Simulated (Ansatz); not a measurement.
**SO (triplet): up Jacob's ladder to CCSD(T)**

Aim: compute SO (triplet) with functionals from several rungs and with coupled cluster, and see how far each lands from CCSD(T) at the basis-set limit for the atomisation energy.

Computed with Ansatz 0.2.0, Gaussian basis. Level: functionals in def2-TZVPP, the program's frozen cores in correlated methods.

The runs, in order: LDA (SPW92), PBE-D4, revPBE-D4, BLYP-D4, r2SCAN-D4, B97M-V, PBE0-D4, B3LYP-D4, r2SCANh-D4, r2SCAN0-D4, HSE06-D4, BHLYP-D4, CAM-B3LYP-D4, LC-ωPBE, ωB97X-V, ωB97M-V, B2PLYP, PBE-QIDH; CCSD(T)/def2-SVP; CCSD(T)/def2-TZVPP; CCSD(T)/def2-QZVPP; extrapolation to the limit; RPA on PBE.

## 1. Structure used throughout

An earlier PBE0-D4 in a triple-zeta def2 set relaxation fixed the geometry.

SMILES `O=S`, 2 atoms, charge 0, spin multiplicity 3.

Atoms are counted from 1 here; the program's logs count them from 0.

Bond lengths: O1–S2 1.480 Å.

## 2. LDA

This LDA is Slater exchange with PW92 correlation.

The input, in.yaml:

```yaml
crystal:
  periodic: [false, false, false]
  atoms:
    - {symbol: O, position_ang: [0.000000, -0.000000, 0.000774]}
    - {symbol: S, position_ang: [-0.000000, 0.000000, 1.480313]}
basis:
  gaussian: {orbitals: def2-TZVPP}
magnetization: {spin_polarized: true, initial_magnetization: 2}
hamiltonian: {xc: lda}
output: {orbitals: {seedname: orbitals}}
```

Started as:

```console
$ ansatz run in.yaml --threads 2 --pin off --events-out ev --progress --plain --max-ram 32768MiB --backend cpu
```

After this run come: PBE-D4 (GGA); revPBE-D4 (GGA); BLYP-D4 (GGA); r2SCAN-D4 (meta-GGA); B97M-V (meta-GGA); PBE0-D4 (hybrid); B3LYP-D4 (hybrid); r2SCANh-D4 (hybrid); r2SCAN0-D4 (hybrid); HSE06-D4 (hybrid); BHLYP-D4 (hybrid); CAM-B3LYP-D4 (range-separated); LC-ωPBE (range-separated); ωB97X-V (range-separated); ωB97M-V (range-separated); B2PLYP (double hybrid); PBE-QIDH (double hybrid); CCSD(T) in def2-SVP; CCSD(T) in def2-TZVPP; CCSD(T) in def2-QZVPP; RPA on PBE orbitals.

Q: Predict the results of all the runs planned. Wanted: atomisation energy, CCSD(T)/CBS; farthest beyond LDA; mean size of error, GGA; mean size of error, meta-GGA; mean size of error, hybrid; mean size of error, range-separated; mean size of error, double hybrid; gap, smallest and largest; T1 diagnostic.

The runs gave:

| quantity | value |
| --- | --- |
| atomisation energy, CCSD(T)/CBS | 521.3 kJ/mol |
| functionals within 2.6 kJ/mol (0.5 %) | none; nearest B2PLYP (+2.7 kJ/mol) |
| farthest beyond LDA | PBE-D4 (+67.0 kJ/mol) |
| mean size of error, GGA | 49.1 kJ/mol |
| mean size of error, meta-GGA | 19.8 kJ/mol |
| mean size of error, hybrid | 19.6 kJ/mol |
| mean size of error, range-separated | 7.3 kJ/mol |
| mean size of error, double hybrid | 8.3 kJ/mol |
| gap, smallest and largest | 1.42 eV (LDA (SPW92)), 9.72 eV (LC-ωPBE) |
| T1 diagnostic | 0.0198 |
| triples share of the correlation energy | 4.5 % |

What this shows: LDA overbinds by 176.2 kJ/mol (34 %). PBE-D4 is off by +67.0 kJ/mol. Double hybrids carry the basis error of their MP2 part in triple zeta, and no dispersion term here, so their miss is partly the set-up's. By mean error the best rung here is range-separated (7.3 kJ/mol) and the worst beyond LDA is GGA (49.1 kJ/mol). The gap between the best rungs is small, so their order is not settled. RPA and LDA stand outside this count. The reference freezes the cores and leaves out relativity and excitations past (T), so misses under about 2.6 kJ/mol can't be ranked. Hartree-Fock recovers 44 % of the binding; the rest is correlation. CCSD(T) in def2-SVP is off by -97.7 kJ/mol, worse than the median functional, from the basis alone. The gap grows from 1.4 to 9.7 eV across the functionals, mostly with the share of exact exchange.
